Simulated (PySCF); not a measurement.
## Beryllium: a sound run and one with changed settings

Sound run: Be [He] 2s2, Be+ [He] 2s1. Calculation: PySCF 2.14, in cc-pVTZ (4s3p2d1f, 30 functions); no relativity, point nucleus. In the sound run the correlated levels freeze 1s2. The sound run starts from symmetry-adapted Hartree-Fock orbitals and uses a fine grid where one is needed.

Changed run: all electrons correlated in a basis built for the valence shell.

```csv
species,method,sound run (hartree),changed run (hartree),converged
Be,MP2,-14.60105,-14.60644,yes
Be,CCSD(T),-14.61843,-14.62379,yes
Be+,MP2,n/a,-14.28219,yes
Be+,CCSD(T),n/a,-14.28259,yes
```

Ionisation energy of Be:

```tsv
method	sound run (eV)	changed run (eV)
UHF	8.045	8.045
MP2	8.811	8.823
SCS-MP2	8.965	8.975
CCSD	9.284	9.279
CCSD(T)	9.284	9.285
```

A valence basis has no tight correlating functions, so it recovers only part of the core correlation, and not evenly between atom and ion.

For comparison, NIST gives 9.323 eV between the lowest levels.
